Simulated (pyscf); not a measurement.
Structures and frequencies: ωB97X-D3(BJ)/def2-SVP in PySCF.

**Question.** F–CH₂–CH₂–B(F)–F → boron trifluoride (F–B(F)–F) + ethylene (H₂C=CH₂)
Surface: singlet. Broken: C–F, B–C. Formed: B–F. Give ΔE‡ and ΔE from ωB97M-D3(BJ)/def2-TZVP, relative to the reactant's lowest minimum found.

**Answer.** ΔE‡ = 0.83 eV, ΔE = -0.59 eV. Zero-point energy shifts the barrier by -0.06 eV. It is an elimination, with an imaginary mode of 518i cm⁻¹. One saddle was located; it need not be the lowest between these sides.
